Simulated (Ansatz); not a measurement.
CCSD(T) against full CI for several species

Each species is computed at the geometry given (Å), with frozen cores, in Ansatz 0.2.0: RHF-CCSD(T) for singlets, UHF-CCSD(T) otherwise, and full CI in the same basis. The program picks the determinant by trial CCSD, so it needn't be the lowest Hartree–Fock solution. States: HSiP Σ⁺ or Δ, SiH3⁺ A, H2Si–B A2. Cases whose determinant has another symmetry than full CI's state, or whose (Q) step broke down, weren't drawn.

Problem. Judging by size, spin and bonding and the diagnostics given, rank them by the size of CCSD(T)'s error in total energy against full CI in the same basis, smallest first (an estimate).
A. HSiP, singlet, 6-31G: Si 0.000 0.000 0.137; P 0.000 0.000 -1.595; H 0.000 0.000 1.458. T1 0.013, (T) -89 meV in a correlation energy of -3.53 eV
B. H2Si–B, quartet, 6-31G: Si 0.000 0.000 0.683; B 0.000 0.000 -2.144; H 0.000 1.832 1.986; H 0.000 -1.832 1.986. T1 0.091, (T) -107 meV in a correlation energy of -3.33 eV
C. SiH$_{3}$⁺, triplet, cc-pVDZ: Si 0.008 0.071 -0.080; H -0.157 -1.214 -0.813; H 0.359 -0.351 1.511; H -0.436 -0.406 1.529. T1 0.018, (T) -51 meV in a correlation energy of -2.72 eV

Solution. C (18.0 meV), A (35.7 meV), B (132.1 meV).

```csv
species,basis,correlated electrons,CCSD(T) − full CI (meV),CCSDT(Q) − full CI (meV),unpaired electrons (full CI),T1,⟨S²⟩ of the determinant
"SiH3⁺, triplet",cc-pVDZ,6,18.0,-0.3,2.03,0.018,2.01
"HSiP, singlet",6-31G,10,35.7,1.0,0.12,0.013,0.00
"H2Si–B, quartet",6-31G,9,132.1*,10.3,3.48,0.091,4.18
```

Unpaired electrons are Σ n²(2−n)² over natural occupations; an open shell counts its own unpaired electrons too. Frozen cores follow each run's orbitals, which moves totals by a few meV. An asterisk marks runs whose energy the program itself flagged as in doubt.
